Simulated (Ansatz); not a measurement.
A run for Ansatz (a first-principles code): R-HF/def2-TZVPP on ethane (SMILES CC), atoms moved off the minimum.

Ansatz 0.2 input:
```yaml
crystal:
  periodic: [false, false, false]
  atoms:
    - {symbol: C, position_ang: [-0.74301173, 0.14373592, -0.00184089]}
    - {symbol: C, position_ang: [0.75438399, -0.12986158, 0.01269824]}
    - {symbol: H, position_ang: [-1.25875667, -0.52817395, -0.76707415]}
    - {symbol: H, position_ang: [-0.97449558, 1.15605518, -0.26838586]}
    - {symbol: H, position_ang: [-1.19058521, -0.10123776, 0.97550624]}
    - {symbol: H, position_ang: [1.01472733, -1.12746190, 0.26542901]}
    - {symbol: H, position_ang: [1.24454022, 0.52408037, 0.75295558]}
    - {symbol: H, position_ang: [1.21569166, 0.12056917, -0.89432859]}
basis:
  gaussian:
    orbitals: def2-TZVPP
hamiltonian:
  xc: {name: HF}
scf: {lower_state_search: off}
output: {forces: true}
```

Program output:

```
WARN ansatz: RAYON_NUM_THREADS=1 ignored (pool sized by the plan → 1); use --threads N
Functional definition: HF
these checks for a lower state are left out or cut short: stability, starts, cluster_reference, orbital_swaps, neighbouring_geometries, increment
integrals: 0.03 GiB planned
820 factors; their error is unknown
mean field: 0.27 GiB planned
mean field evaluation 1: about -2154.7078 eV, gradient 2.8e1 eV
mean field evaluation 2: about -2156.3686 eV, gradient 1.1e1 eV
mean field evaluation 4: about -2156.6928 eV, gradient 2.8e-1 eV
mean field evaluation 8: about -2156.7077 eV, gradient 3.8e-1 eV
mean field -2156.70793662 eV, -79.2575548018 hartree, gradient 7.6e-7 eV, S^2 0.000000; 0 other end points of the search recorded, 0 dependent functions left out
the calculation of the forces begins
reference -2156.70793662 eV, -79.2575548018 hartree; 9, 9 occupied and 137, 137 virtual orbitals, 820 factors
Total energy: -2156.70793662 eV, -79.2575548018 hartree
Atom 0 at    -0.743012     0.143736    -0.001841 Å, force    -0.903162    -2.036010    -0.621625 eV/Å
Atom 1 at     0.754384    -0.129862     0.012698 Å, force    -0.079556     1.403059     1.494847 eV/Å
Atom 2 at    -1.258757    -0.528174    -0.767074 Å, force     0.699868     1.005418     1.101398 eV/Å
Atom 3 at    -0.974496     1.156055    -0.268386 Å, force    -0.017696     0.365334     0.047966 eV/Å
Atom 4 at    -1.190585    -0.101238     0.975506 Å, force     0.192456     0.317282    -0.573108 eV/Å
Atom 5 at     1.014727    -1.127462     0.265429 Å, force    -0.054548    -0.812277     0.130790 eV/Å
Atom 6 at     1.244540     0.524080     0.752956 Å, force    -0.274104    -0.382646    -0.191478 eV/Å
Atom 7 at     1.215692     0.120569    -0.894329 Å, force     0.436741     0.139841    -1.388790 eV/Å
Dipole moment:     0.013998     0.006233    -0.002571 e Å
Checks for a lower state left out: stability, starts, cluster_reference, orbital_swaps, neighbouring_geometries, increment
```

The calculation finished and met its thresholds.

Cost: roughly 1.9 core-seconds.
